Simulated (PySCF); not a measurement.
Does the answer move with the share of exact exchange?

C2H3F.
InChI=1S/C2H3F/c1-2-3/h2H,1H2

PySCF, def2-SVPD basis, density fitting, gas phase, PBE0-D3(BJ)/def2-SVP geometry; singlet excitations by full TDDFT with frozen cores, triplets by Tamm–Dancoff TDDFT and ionisation energies by ΔSCF, from the lowest of the holes tried. One functional is left out:

```json
{"functional": "LDA", "exact exchange (%)": "0", "HOMO energy (eV)": "-6.71", "LUMO energy (eV)": "-1.13", "lowest singlet excitation (eV)": "7.12", "lowest triplet excitation (eV)": "4.80", "dipole moment (D)": "1.274", "mean polarisability (au)": "28.2", "vertical ionisation energy (eV)": "10.72"}
{"functional": "PBE", "exact exchange (%)": "0", "HOMO energy (eV)": "-6.52", "LUMO energy (eV)": "-0.90", "lowest singlet excitation (eV)": "6.95", "lowest triplet excitation (eV)": "4.55", "dipole moment (D)": "1.221", "mean polarisability (au)": "28.0", "vertical ionisation energy (eV)": "10.41"}
{"functional": "PBE0", "exact exchange (%)": "25", "HOMO energy (eV)": "-7.78", "LUMO energy (eV)": "0.15", "lowest singlet excitation (eV)": "7.42", "lowest triplet excitation (eV)": "4.41", "dipole moment (D)": "1.339", "mean polarisability (au)": "27.2", "vertical ionisation energy (eV)": "10.42"}
{"functional": "BHandHLYP", "exact exchange (%)": "50", "HOMO energy (eV)": "-8.88", "LUMO energy (eV)": "1.23", "lowest singlet excitation (eV)": "7.53", "lowest triplet excitation (eV)": "4.31", "dipole moment (D)": "1.470", "mean polarisability (au)": "26.8", "vertical ionisation energy (eV)": "10.31"}
```

Task: Predict the row of B3LYP (20 % exact exchange) by straight lines through the other rows, and check it.

Result: 
```tsv
property	line	computed	computed − line	PBE0 (25 %), for comparison
HOMO energy (eV)	-7.53	-7.55	-0.02	-7.78
LUMO energy (eV)	-0.11	-0.14	-0.03	0.15
lowest singlet excitation (eV)	7.27	7.16	-0.11	7.42
lowest triplet excitation (eV)	4.51	4.49	-0.02	4.41
dipole moment (D)	1.331	1.351	+0.020	1.339
mean polarisability (au)	27.5	27.5	0.0	27.2
vertical ionisation energy (eV)	10.46	10.49	+0.03	10.42
```
